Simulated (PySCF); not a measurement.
**Al₂H, quartet: stretch scan**

Starting geometry (PBE0/def2-TZVP stationary point for this spin, not checked as a minimum):

```xyz
3

Al    0.0000    0.0000    0.2591
Al    0.0000    0.0000   -2.1014
H     0.0000    0.0000    1.8423
```

From there H3 moves along the line of the two atoms named below, all else staying in place; atoms are numbered as listed. Energies are in kcal/mol, counted from the starting geometry at the same level.

Basis 6-31G; PySCF 2.14.0. Correlated methods freeze the noble-gas cores. Prefix R: restricted or restricted open-shell reference.

Full CI is exact within this basis and frozen core; it isn't the basis-set limit.

```tsv
distance Al1-H3 (Å)	full CI	unpaired electrons (full CI)	error RHF	error RMP2	error RCCSD	error RCCSD(T)	error RCCSDT
1.253	31.1	3.03	-2.0	-1.1	-0.2	-0.1	0.0
1.429	6.4	3.04	-1.2	-0.7	-0.1	-0.1	0.0
1.583	0.0	3.04	0.0	0.0	0.0	0.0	0.0
1.718	0.8	3.05	1.5	0.8	0.2	0.1	0.0
1.934	8.0	3.07	4.7	2.6	0.5	0.2	0.0
2.206	20.3	3.14	10.3	6.1	1.3	0.5	0.1
2.539	32.8	3.27	20.1	9.7	2.6	0.9	0.3
2.970	39.7	3.27	13.0	3.9	1.8	0.5	0.2
3.477	40.8	3.23	11.6	2.7	1.4	0.3	0.2
4.371	40.9	3.23	11.4	2.6	1.4	0.3	0.2
5.440	41.0	3.23	11.2	2.6	1.4	0.3	0.2
```

Unpaired electrons are Σ n²(2−n)² over natural occupations. Errors are those of relative energies. In total energy the starting point itself misses full CI by: RHF 45.6, RMP2 15.2, RCCSD 1.8, RCCSD(T) 0.7, RCCSDT 0.2 kcal/mol.

Spread of the error over the points with a reference, to 5.440 Å (largest less smallest): RCCSDT 0.3, RCCSD(T) 1.0, RCCSD 2.9, RMP2 10.8, RHF 22.1 kcal/mol.

Going outwards, the relative energy of RHF first misses by more than 1.0 kcal/mol at 1.718 Å.

Going outwards, the relative energy of RCCSD first misses by more than 1.0 kcal/mol at 2.206 Å.
